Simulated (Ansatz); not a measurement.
**triplet S₂: levels of theory in one basis**

```xyz
2

S     0.0000    0.0000    0.0000
S     0.0000    0.0000    2.3000
```

Basis set: def2-SVP (spherical functions). Left uncorrelated: 10 orbitals. Correlation on ROHF uses semicanonical orbitals with singles. Charge 0, multiplicity 3.

Computed with Ansatz (development build ahead of 0.2.0); each method stands on the lowest determinant of its kind that the runs found.

```json
{"method": "ROHF", "E − E(ROHF) (eV)": "0.00", "<S²> of the determinant": "2.00"}
{"method": "UHF", "E − E(ROHF) (eV)": "-0.21", "<S²> of the determinant": "2.02"}
{"method": "ROHF-MP2", "E − E(ROHF) (eV)": "-5.97", "<S²> of the determinant": "–"}
{"method": "UHF-MP2", "E − E(ROHF) (eV)": "-5.92", "<S²> of the determinant": "2.02"}
```

Problem. Is a single determinant a sound starting point here?

Solution. Only with care. Unrestricted orbitals gain 0.21 eV and <S²> is 2.02 against 2.00 for a pure state, but bonds are stretched.

Caution for ROHF-MP2, UHF-MP2: bonds are stretched, where a single reference can fail.
